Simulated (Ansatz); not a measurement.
Two isomers of C2H5NO: A = `CC(N)=O`, B = `NC1CO1`.

Program: Ansatz. Geometries: PBE0-D4/def2-TZVP. ΔE: electronic, gas phase. CCSD(T)/CBS is the MP2 limit (def2-TZVPP, def2-QZVPP) plus CCSD(T) − MP2 in def2-TZVPP, frozen cores. DFT in def2-TZVPP. B3LYP here is the variant with VWN-RPA as its local correlation; programs differ in this. One conformer a species, not always the lowest.

Question: Which isomer does CCSD(T)/CBS put lower? Give the gap. (An estimate is asked.)

Answer: Computed: A, by 174.3 kJ/mol.

Question: Give E(B) − E(A) in kJ/mol with r2SCAN-D4, BLYP-D4, B2PLYP, PBE0-D4, ωB97M-V, CCSD(T)/def2-SVP, B3LYP. (Estimate.)

Answer: Ansatz gave: r2SCAN-D4 181.9, BLYP-D4 190.0, B2PLYP 184.8, PBE0-D4 173.9, ωB97M-V 177.1, CCSD(T)/def2-SVP 184.4, B3LYP 187.6. None reverses the order clearly.

Question: Does the order hold for the free energy at 298.15 K (harmonic terms from PBE0-D4)? (Best estimate.)

Answer: The calculation gave: Yes: G(B) − G(A) = +185.1 kJ/mol, for one conformer each. Modes under 60 cm⁻¹, often nearly free rotors, make the harmonic entropy too high.

Largest T1 diagnostic: 0.014.

At CCSD(T), def2-SVP lies +10.1 kJ/mol from the extrapolated value and def2-TZVPP −0.4 kJ/mol. Leaving LDA and LC-ωPBE aside and taking each functional with its dispersion term where it has one, the values, not all of them listed here, spread over 17.6 kJ/mol, from ωB97X-V to BLYP-D4. LDA lies −4.4 kJ/mol from PBE without D4.
